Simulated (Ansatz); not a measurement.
A computed series for InAs: pressure series

The reference is InAs in the zinc blende structure (space group F-43m, No. 216).

```
InAs
1.0
    0.00000     3.04364     3.04364
    3.04364     0.00000     3.04364
    3.04364     3.04364     0.00000
In As
1 1
Direct
  0.00000   0.00000   0.00000
  0.25000   0.25000   0.25000
```

Cell and atoms are relaxed at each pressure.

All numbers come from PBEsol/PAW in Ansatz (a program for electronic structure), scalar-relativistic without spin-orbit coupling.

```
pressure (GPa)  volume per atom (Å³/atom)
--------------  -------------------------
-2                                 29.335
-1                                 28.735
0                                  28.195
0.9                                27.765
2.1                                27.234
4.5                                     ?
15                                 23.605
22.5                               22.317
30                                 21.305
```

Problem. Fit the third-order Birch–Murnaghan form P(V) = (3B₀/2)[(V₀/V)^(7/3) − (V₀/V)^(5/3)]·[1 + (3/4)(B₀′ − 4)((V₀/V)^(2/3) − 1)] (squares taken in P) to the rows shown and predict the withheld row.

Solution. Least squares on the printed values gives V₀ = 28.201 Å³/atom, B₀ = 56.0 GPa, B₀′ = 4.6; this predicts 26.329 Å³/atom, and the run gives 26.325 Å³/atom, 0.004 lower.

Measured bulk modulus of InAs: 58.6 GPa (static lattice; corrected from measurement; as listed in Daniel Mejia-Rodriguez, S. B. Trickey, Phys. Rev. B (2018)); the computed value is 5 % below it.

A case with no gap was solved on a k-mesh chosen for an insulator, which is coarse for it. Load acts through the strain it causes; cell and atoms are relaxed under it. Whether these cells are dynamically stable was not tested. The final runs are not spin-polarised. Measured, InAs leaves this structure (for rock salt) near 7 GPa (temperature not stated; as listed in Datta, Sujoy, Jana, Debnarayan, arXiv (2020)).
